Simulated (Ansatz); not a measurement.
We consider antiferromagnetic bcc Cr, described by HSE06 (plane waves, PAW; Ansatz, a quantum-chemistry and plane-wave program).

Settings: plane-wave cutoff 460 eV, 10×10×10 k mesh, Fermi–Dirac smearing 0.05 eV, spin-polarised with opposed moments, scalar-relativistic PAW data made under PBE.

The cell has the measured lattice: a = 2.8849 Å, b = 2.8849 Å, c = 2.8849 Å, α = 90.00°, β = 90.00°, γ = 90.00°.

Task: Predict the magnetic moment (largest site, within a sphere).

Result: 
magnetic moment (largest site, within a sphere): 2.75 μB

Note: the commensurate order stands in for chromium's spin-density wave, and the size of the moments varies much between levels; the collinear magnetic order is the start's and need not be the measured one; cell and atoms aren't relaxed at this level (pressure 24.9 GPa).

Moments are spin moments.

The computed numbers hold no vibrational or temperature effects.
